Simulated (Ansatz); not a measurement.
Two isomers of C6H12: A = `C/C=C\C(C)C`, B = `C=CCCCC`.

Gas-phase electronic energies from Ansatz, PBE0-D4/def2-TZVP geometries. CBS: MP2 limit from def2 TZ/QZ plus the TZ coupled-cluster correction, frozen cores. Functionals use def2-TZVPP. B3LYP here is the variant with VWN-RPA as its local correlation; programs differ in this. One conformer a species, not always the lowest.

Problem. Which isomer does CCSD(T)/CBS put lower? Give the gap. (Best estimate.)

Solution. Ansatz gave: A, by 2.5 kcal/mol.

Problem. Give E(B) − E(A) in kcal/mol with PBE-D4, B2PLYP, ωB97M-V, CCSD(T)/def2-TZVPP, PBE0-D4, B3LYP, MP2/def2-TZVPP. (An estimate is asked.)

Solution. Computed: PBE-D4 3.4, B2PLYP 3.1, ωB97M-V 2.5, CCSD(T)/def2-TZVPP 2.6, PBE0-D4 3.1, B3LYP 3.2, MP2/def2-TZVPP 3.1. None reverses the order clearly.

Largest T1 diagnostic: 0.009.
